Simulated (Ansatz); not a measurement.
The first iterations of a band of AlClH₂N (5 atoms, charge -1, multiplicity 1).

These are results of RKS B3LYP-D4/cc-pVDZ in Ansatz, not measurements.

- movable images: 5
- climbing image: yes
- spring: 5.0 eV/Å²
- optimiser: quadratic models (default)
- start path: IDPP
- force threshold: 0.05 eV/Å
- iteration limit: 60
- end points: relaxed

First end point:

```xyz
5
Properties=species:S:1:pos:R:3
N -1.308 -0.294 -0.450
Al 0.303 0.067 0.087
Cl 1.922 0.268 -1.460
H -1.984 -0.367 0.326
H 1.066 0.327 1.497
```

Last end point:

```xyz
5
Properties=species:S:1:pos:R:3
N -1.355 -0.234 0.413
Al 0.334 0.083 0.225
Cl 1.607 0.188 -1.658
H -1.919 -0.413 -0.428
H 1.333 0.376 1.448
```

| iteration | highest image above the first end (eV) | largest band force component (eV/Å) |
| --- | --- | --- |
| 1 | 0.205 | 0.886 |
| 2 | 0.174 | 0.263 |

Task: Does the band converge within its limit, and where does its top end?

Result: The forces met the threshold. It ended after 5 iterations with the highest image 0.179 eV above the first end. A vibrational analysis at the climbing image gives one clearly imaginary mode, 475i cm⁻¹: a first-order saddle point. Limits of this set-up: an anion without diffuse functions, the dipole of an ion depends on the origin.

Time of the run: 41 s on 1 thread of AMD EPYC 7R43 64-Core Processor (Zen 3), on a shared host, peak memory 0.13 GiB.
